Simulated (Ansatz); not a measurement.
Abridged output of a molecular run in Ansatz:

```
Functional definition: HF
700 factors; integrals over basis functions are off by at most 5.9e-4 eV
mean field evaluation 1: about -25678.9518 eV, gradient 1.1e1 eV
mean field evaluation 2: about -25678.9552 eV, gradient 1.1e1 eV
mean field evaluation 4: about -25680.2217 eV, gradient 2.5e0 eV
mean field evaluation 8: about -25680.3359 eV, gradient 1.4e-1 eV
mean field -25680.33631840 eV, -943.7349529441 hartree, gradient 2.1e-6 eV, S^2 0.755815; 0 other end points of the search recorded, 0 dependent functions left out
11 core orbitals not correlated: weight in the atoms' cores, before any rotation towards them, 1.000 or more for the frozen orbitals, at most 0.000 for the correlated occupied ones
reference -25680.33631840 eV, -943.7349529441 hartree; 9, 8 occupied and 95, 96 virtual orbitals, 700 factors
second order -12.16638860 eV of doubles, -0.00000000 eV of singles
cycle   1  -12.77499074 eV  change   -6.1e-1 eV  update   7.6e-2
cycle   2  -13.05898244 eV  change   -2.8e-1 eV  update   2.3e-2
cycle   3  -13.12843292 eV  change   -6.9e-2 eV  update   1.4e-2
cycle   4  -13.12083025 eV  change    7.6e-3 eV  update   5.0e-3
cycle   5  -13.12031907 eV  change    5.1e-4 eV  update   1.7e-3
cycle   6  -13.12052511 eV  change   -2.1e-4 eV  update   5.7e-4
cycle   7  -13.12063311 eV  change   -1.1e-4 eV  update   2.1e-4
cycle   8  -13.12070349 eV  change   -7.0e-5 eV  update   8.4e-5
cycle   9  -13.12068652 eV  change    1.7e-5 eV  update   2.6e-5
cycle  10  -13.12068258 eV  change    3.9e-6 eV  update   7.6e-6
perturbative correction -0.60861017 eV, -0.0223660114 hartree
Total energy: -25694.06561115 eV, -944.2394951467 hartree
Checks for a lower state left out: cluster_reference
```

Its atoms:

Cartesian coordinates in Å:
```
Cl -0.117 0.039 1.546
B 0.114 0.505 -0.093
Cl 0.003 -0.543 -1.452
```

Problem. Which basis set was used?
A. def2-QZVPP
B. def2-SVP
C. def2-TZVPPD
D. def2-TZVPP

Solution. D. It gives 115 functions.

Problem. Write the keys of the input that set method, charge and spin (a neutral closed shell needs none for the last two).

Solution. 
```yaml
magnetization: {spin_polarized: true, initial_magnetization: 1}
correlation: {method: ccsd_t}
scf: {omitted_lower_state_checks: [cluster_reference]}
```
